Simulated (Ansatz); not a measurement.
```yaml
crystal:
  periodic: [false, false, false]
  atoms:
    - {symbol: C, position_ang: [-1.735897, 0.943237, 0.215307]}
    - {symbol: O, position_ang: [-0.877214, -0.157553, -0.222649]}
    - {symbol: C, position_ang: [0.364226, -0.137611, -0.013752]}
    - {symbol: C, position_ang: [1.185480, -1.268763, -0.473152]}
    - {symbol: O, position_ang: [0.852016, 0.884137, 0.597704]}
    - {symbol: H, position_ang: [-1.661005, 1.039206, 1.296593]}
    - {symbol: H, position_ang: [-1.419914, 1.855788, -0.286176]}
    - {symbol: H, position_ang: [-2.731897, 0.643304, -0.091309]}
    - {symbol: H, position_ang: [1.699975, -1.715786, 0.383380]}
    - {symbol: H, position_ang: [1.947509, -0.905158, -1.169779]}
    - {symbol: H, position_ang: [0.564401, -2.015145, -0.961699]}
    - {symbol: H, position_ang: [1.812319, 0.834344, 0.725522]}
basis:
  gaussian: {orbitals: "6-31G*", nuclear_model: gaussian, point_charges: [{charge: 2.00, position_ang: [5.797, -0.316, -0.028]}]}
total_charge: 1
hamiltonian: {xc: {name: HF}}
correlation: {method: mp2, frozen_orbitals: {C: 0}}
```

```sh
$ ansatz run in.yaml --threads 2 --pin off --events-out ev --progress --plain --max-ram 32768MiB --backend cpu
```

Shortened log:

```
Functional definition: HF
Error: "frozen_orbitals" has no count for O
```

In this input frozen orbitals are typed for one element alone, and the program wants a count for each. The input was rejected before any iteration.
